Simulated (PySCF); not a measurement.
Calculated NMR data

Non-relativistic, equivalent nuclei averaged, single conformer, in vacuum. Shieldings: GIAO PBE0/pcSseg-1; geometry from GFN2-xTB; couplings computed with B3LYP/pcJ-1 (spin–dipole term left out of most H,H and C,H couplings); PySCF.

Chemical shifts δ = σref − σ; TMS for 1H (σ = 31.72 ppm) and 13C (σ = 186.93 ppm), all at this level. Multiplet labels drop J under 1 Hz and among equivalent protons, and merge close values. Unscaled 3J(H,H) run several per cent high. Splittings of carbon signals by F and P are missing where no couplings were computed. Where no couplings were computed, multiplicities follow the n + 1 count of equivalent neighbours, and m marks all less simple cases (inequivalent or close neighbours, rings, F or P nearby). Shifts are as computed. Against solution values, carbons near 30 ppm lie about +3 ppm off and those near 130 ppm about +5 ppm. Of 1211 compounds with measured shifts, 218 miss one by over three times the rms of a fit or turn the order of signals round; such compounds aren't used in these exercises. OH and NH positions are gas-phase values without hydrogen bonding to other molecules.

**1.** SMILES C[C@@H]1[SiH2]C[C@@H]1C(F)=C(F)F, C₆H₉F₃Si. 1H NMR (500 MHz, computed): δ 4.73 (m, 1H), 4.59 (m, 1H), 3.37 (m, 1H), 2.33 (m, 1H), 1.87 (m, 1H), 1.42 (m, 1H), 1.18 (d, 3H). 13C{1H} NMR (computed): δ 167.1 (C), 140.9 (C), 39.7 (CH), 27.7 (CH), 17.5 (CH3), 11.9 (CH2).

**2.** SMILES O=c1ccocc1, C₅H₄O₂. 1H NMR (500 MHz, computed): δ 7.74 (d, J = 7.2 Hz, 2H), 6.43 (d, J = 7.2 Hz, 2H). 13C{1H} NMR (computed): δ 176.8 (C), 159.8 (CH), 127.7 (CH).

**3.** `OCc1ccc(F)cc1`, C₇H₇FO. 1H NMR (500 MHz, computed): δ 7.65 (m, 2H), 7.40 (m, 2H), 4.78 (s, 2H), 0.11 (br s, 1H). 13C{1H} NMR (computed): δ 172.7, 144.1, 136.4, 122.0, 71.5.
